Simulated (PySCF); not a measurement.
## Broadened absorption spectrum of 1,3-butanediol

Compound: 1,3-butanediol, C₄H₁₀O₂.
SMILES: `C(CO)[C@@H](O)C`

Computed, not measured: PySCF, TDDFT B3LYP/def2-SVPD, vertical, gas phase, core orbitals frozen in the response. One conformer (not necessarily the lowest) at the GFN2-xTB geometry, without solvent, vibrations or thermal averaging. Torsions of this conformer, `[CH3:1][C@H:2]([OH:3])[CH2:4][CH2:5][OH:6]`: C1–C2–C4–C5 -179°, C2–C4–C5–O6 -74°, H–O3–C2–C1 50°, H–O6–C5–C4 45°.

Each state is given a Gaussian of 0.4 eV full width at half maximum, with ε(max) = 2.175×10⁸ f / Δν̃ (Δν̃ the width in cm⁻¹). The width is an assumption, not a result. The curve ends short of the highest state used, and states not computed would add to its high-energy end.

```json
{"E (eV)": "5.83", "ε (L mol⁻¹ cm⁻¹)": "1"}
{"E (eV)": "5.86", "ε (L mol⁻¹ cm⁻¹)": "1"}
{"E (eV)": "5.89", "ε (L mol⁻¹ cm⁻¹)": "2"}
{"E (eV)": "5.92", "ε (L mol⁻¹ cm⁻¹)": "4"}
{"E (eV)": "5.95", "ε (L mol⁻¹ cm⁻¹)": "7"}
{"E (eV)": "5.98", "ε (L mol⁻¹ cm⁻¹)": "11"}
{"E (eV)": "6.01", "ε (L mol⁻¹ cm⁻¹)": "17"}
{"E (eV)": "6.04", "ε (L mol⁻¹ cm⁻¹)": "26"}
{"E (eV)": "6.07", "ε (L mol⁻¹ cm⁻¹)": "38"}
{"E (eV)": "6.10", "ε (L mol⁻¹ cm⁻¹)": "54"}
{"E (eV)": "6.13", "ε (L mol⁻¹ cm⁻¹)": "76"}
{"E (eV)": "6.16", "ε (L mol⁻¹ cm⁻¹)": "102"}
{"E (eV)": "6.19", "ε (L mol⁻¹ cm⁻¹)": "133"}
{"E (eV)": "6.22", "ε (L mol⁻¹ cm⁻¹)": "169"}
{"E (eV)": "6.25", "ε (L mol⁻¹ cm⁻¹)": "207"}
{"E (eV)": "6.28", "ε (L mol⁻¹ cm⁻¹)": "246"}
{"E (eV)": "6.31", "ε (L mol⁻¹ cm⁻¹)": "285"}
{"E (eV)": "6.35", "ε (L mol⁻¹ cm⁻¹)": "330"}
{"E (eV)": "6.38", "ε (L mol⁻¹ cm⁻¹)": "357"}
{"E (eV)": "6.41", "ε (L mol⁻¹ cm⁻¹)": "376"}
{"E (eV)": "6.44", "ε (L mol⁻¹ cm⁻¹)": "387"}
{"E (eV)": "6.47", "ε (L mol⁻¹ cm⁻¹)": "391"}
{"E (eV)": "6.50", "ε (L mol⁻¹ cm⁻¹)": "390"}
{"E (eV)": "6.53", "ε (L mol⁻¹ cm⁻¹)": "387"}
{"E (eV)": "6.56", "ε (L mol⁻¹ cm⁻¹)": "387"}
{"E (eV)": "6.59", "ε (L mol⁻¹ cm⁻¹)": "392"}
{"E (eV)": "6.62", "ε (L mol⁻¹ cm⁻¹)": "407"}
{"E (eV)": "6.65", "ε (L mol⁻¹ cm⁻¹)": "434"}
{"E (eV)": "6.68", "ε (L mol⁻¹ cm⁻¹)": "472"}
{"E (eV)": "6.71", "ε (L mol⁻¹ cm⁻¹)": "521"}
{"E (eV)": "6.74", "ε (L mol⁻¹ cm⁻¹)": "578"}
{"E (eV)": "6.77", "ε (L mol⁻¹ cm⁻¹)": "639"}
{"E (eV)": "6.80", "ε (L mol⁻¹ cm⁻¹)": "698"}
{"E (eV)": "6.83", "ε (L mol⁻¹ cm⁻¹)": "752"}
{"E (eV)": "6.86", "ε (L mol⁻¹ cm⁻¹)": "796"}
{"E (eV)": "6.89", "ε (L mol⁻¹ cm⁻¹)": "830"}
{"E (eV)": "6.92", "ε (L mol⁻¹ cm⁻¹)": "853"}
{"E (eV)": "6.95", "ε (L mol⁻¹ cm⁻¹)": "869"}
{"E (eV)": "6.98", "ε (L mol⁻¹ cm⁻¹)": "881"}
{"E (eV)": "7.01", "ε (L mol⁻¹ cm⁻¹)": "895"}
{"E (eV)": "7.04", "ε (L mol⁻¹ cm⁻¹)": "918"}
{"E (eV)": "7.07", "ε (L mol⁻¹ cm⁻¹)": "956"}
{"E (eV)": "7.10", "ε (L mol⁻¹ cm⁻¹)": "1012"}
{"E (eV)": "7.13", "ε (L mol⁻¹ cm⁻¹)": "1092"}
{"E (eV)": "7.16", "ε (L mol⁻¹ cm⁻¹)": "1198"}
{"E (eV)": "7.19", "ε (L mol⁻¹ cm⁻¹)": "1332"}
{"E (eV)": "7.22", "ε (L mol⁻¹ cm⁻¹)": "1493"}
{"E (eV)": "7.25", "ε (L mol⁻¹ cm⁻¹)": "1683"}
{"E (eV)": "7.28", "ε (L mol⁻¹ cm⁻¹)": "1899"}
{"E (eV)": "7.31", "ε (L mol⁻¹ cm⁻¹)": "2137"}
{"E (eV)": "7.34", "ε (L mol⁻¹ cm⁻¹)": "2391"}
{"E (eV)": "7.37", "ε (L mol⁻¹ cm⁻¹)": "2649"}
{"E (eV)": "7.40", "ε (L mol⁻¹ cm⁻¹)": "2900"}
{"E (eV)": "7.43", "ε (L mol⁻¹ cm⁻¹)": "3126"}
{"E (eV)": "7.46", "ε (L mol⁻¹ cm⁻¹)": "3310"}
{"E (eV)": "7.49", "ε (L mol⁻¹ cm⁻¹)": "3435"}
```

Question: Locate the maxima and give the states behind the curve.

Answer: 191 nm (6.48 eV), ε about 390, made up of S1 (90%) (hardly more than a shoulder) (ε in L mol⁻¹ cm⁻¹; maxima over ε = 5, shares over 10%). At its high-energy end, 7.49 eV, the curve is still rising (ε about 3400, from S4, S5 and S6). The states used: S1 6.43 eV (f 0.0054); S2 6.89 eV (f 0.011); S3 7.25 eV (f 0.011); S4 7.42 eV (f 0.0058); S5 7.55 eV (f 0.027); S6 7.56 eV (f 0.018); S7 8.08 eV (f 0.036); S8 8.09 eV (f 0.012).

Question: What would ε be at 6.48 eV, the highest of these maxima, with half the width (0.2 eV)?

Answer: About 619 L mol⁻¹ cm⁻¹ against 391, a factor of about 1.6; a lone state at its own centre would give exactly 2.

Question: On this curve, what absorbance would a 10⁻⁵ mol/L sample give at 193 nm over a 1 cm path?

Answer: 193 nm is 6.424 eV, where ε is about 380 L mol⁻¹ cm⁻¹, so A = ε c l ≈ 0.0038 (Beer–Lambert, with the gas-phase spectrum and the assumed width).

Question: Coming from long wavelengths, where does ε first pass 100 L mol⁻¹ cm⁻¹?

Answer: At about 201 nm (6.16 eV), 0.27 eV below S1.
